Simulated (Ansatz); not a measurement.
CH₂O₂, SMILES O=CO, vertical energies of changing the electron count

With the Ansatz DFT code, driven from Python.

Typed at the interpreter:
```pycon
>>> import ansatz
>>> BASIS_SET = "aug-cc-pVDZ"
>>> LEVEL = "mp2"
>>> def energy_of(molecule, charge=0, unpaired=0):
...     calc = (
...         molecule.calculation()
...         .basis(gaussian=BASIS_SET)
...         .correlation(LEVEL)
...     )
...     if charge:
...         calc = calc.charge(charge)
...     if unpaired:
...         calc = calc.spin("collinear", total=unpaired)
...     report = calc.run(threads=1, pin="off").report
...     if report["published_state_doubts"]:
...         print("  doubts:", report["published_state_doubts"])
...     return report["free_energy_ev"]
...
>>> geometry_ang = [
...     ("O", (-0.3537, -0.4125, 1.2159)),
...     ("C", (-0.2526, -0.3556, -0.0036)),
...     ("O", (0.4489, 0.595, -0.6259)),
...     ("H", (-0.5885, -1.0598, -0.7296)),
...     ("H", (0.7958, 1.1593, 0.1017)),
... ]
>>> geometry = ansatz.Crystal.molecule()
>>> for symbol, xyz in geometry_ang:
...     geometry = geometry.atom(symbol, xyz)
...
>>> parent = energy_of(geometry, 0, 0)

>>> cation = energy_of(geometry, 1, 1)
>>> print(f"E(N)   = {parent:.5f} eV")
E(N)   = -5151.76700 eV
>>> print(f"E(N-1) = {cation:.5f} eV  (1 unpaired)")
E(N-1) = -5140.04522 eV  (1 unpaired)
>>> print(f"vertical ionisation energy {cation - parent:.3f} eV")
vertical ionisation energy 11.722 eV
>>> anion = energy_of(geometry, -1, 1)
>>> print(f"E(N+1) = {anion:.5f} eV  (1 unpaired)")
E(N+1) = -5150.90017 eV  (1 unpaired)
>>> print(f"vertical electron affinity {parent - anion:.3f} eV" + ("" if anion < parent else " (unbound in this basis)"))
vertical electron affinity -0.867 eV (unbound in this basis)
>>> print(f"fundamental gap IP - EA = {cation + anion - 2 * parent:.3f} eV")
fundamental gap IP - EA = 12.589 eV
```

At this unrelaxed geometry removing an electron costs 11.72 eV and an added one is unbound in this basis (by 0.87 eV).

Total energies depend on the basis set; only differences at equal settings carry meaning. The geometry is a force-field or estimated start, not a minimum of this method, and the basis set is short of its limit. All parts are taken at fixed geometry, without zero-point energy. At an unrelaxed start these energies can be a whole eV from those at the minimum, and a small affinity can change sign. A negative electron affinity means that the anion is unbound here; its size hangs on the basis and tends to about zero as the basis grows, and so does its part in any gap built on it. Finished in 5.9 s on 1 thread of Arm Neoverse V2 (shared host), peak memory 0.21 GiB.

(Lines on the test bed's own set-up are left out of the output.)
